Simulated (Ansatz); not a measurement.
# SiNH (quintet): from Hartree-Fock to the top rungs, cc-pVTZ

The task here is to estimate one member of a computed series from the others.

Program: Ansatz 0.2.0, Gaussian basis. Level of theory: cc-pVTZ, core rule «outside noble gas», up to 6 orbitals frozen. These are calculated values, not measurements.

To be run: UHF; CCSD(T) on ROHF; CCSD(T) on UHF; BCCD(T) on ROHF; CCSDT(Q) on ROHF; CCSDT(Q) on UHF; CASSCF and MRCISD+Q, 10 electrons in 9 orbitals; CASSCF and NEVPT2, 10 electrons in 9 orbitals.

4 further runs of the same task are left out: 4 set aside as unsound or not needed.

### The system

The geometry is a PBE0/def2-TZVP stationary point (not a proven minimum) of the parent state, kept for this charge and spin.

3 atoms, charge 0, spin multiplicity 5.

Atoms are counted from 1 here; the program's logs count them from 0.

Bond lengths: Si1–N2 1.701 Å, N2–H3 1.020 Å. Angles: Si1–N2–H3 125.4°.

The first run:

in.yaml reads:

```yaml
crystal:
  periodic: [false, false, false]
  atoms:
    - {symbol: Si, position_ang: [0.000000, 0.032951, 0.605869]}
    - {symbol: N, position_ang: [0.000000, -0.113788, -1.088955]}
    - {symbol: H, position_ang: [0.000000, 0.663088, -1.749585]}
basis:
  gaussian: {orbitals: cc-pVTZ}
magnetization: {spin_polarized: true, initial_magnetization: 4}
hamiltonian: {xc: hf}
output: {orbitals: {seedname: orbitals}}
```

On the command line:

```sh
$ ansatz run in.yaml --threads 1 --pin off --events-out ev --progress --plain --max-ram 2816MiB --backend cpu
```

Among the steps run: UHF; CCSD(T) on ROHF; CCSD(T) on UHF; BCCD(T) on ROHF; CCSDT(Q) on ROHF; CCSDT(Q) on UHF; CASSCF and MRCISD+Q, 10 electrons in 9 orbitals; CASSCF and NEVPT2, 10 electrons in 9 orbitals.

One table of the session follows, with a row left open; its other results are not shown here.

```
          method  from UCCSDT(Q) (kJ/mol)
            ROHF                   +674.1
             UHF                   +656.4
            RMP2                    +93.6
            UMP2                    +93.8
           RCCSD                    +30.1
           UCCSD                    +29.1
        RCCSD(T)                     +4.7
        UCCSD(T)                     +4.3
         BCCD(T)                     +4.6
          RCCSDT                     +1.8
          UCCSDT                     +1.4
       RCCSDT(Q)                     +0.5
       UCCSDT(Q)                        0
  CASSCF valence                   +547.3
  NEVPT2 valence                        ?
  MRCISD valence                    +48.1
MRCISD+Q valence                    +13.2
```

Q: Estimate the row for NEVPT2 valence from the others.

The run gave: from UCCSDT(Q) (kJ/mol): +117.1. In the column «from UCCSDT(Q) (kJ/mol)» it lies between UMP2 (+93.8) and CASSCF valence (+547.3).

Limits of these values: Restricted and unrestricted rows rest on different reference determinants; where their highest levels disagree by more than a few hundredths of an eV, they describe different states and don't form one ladder.
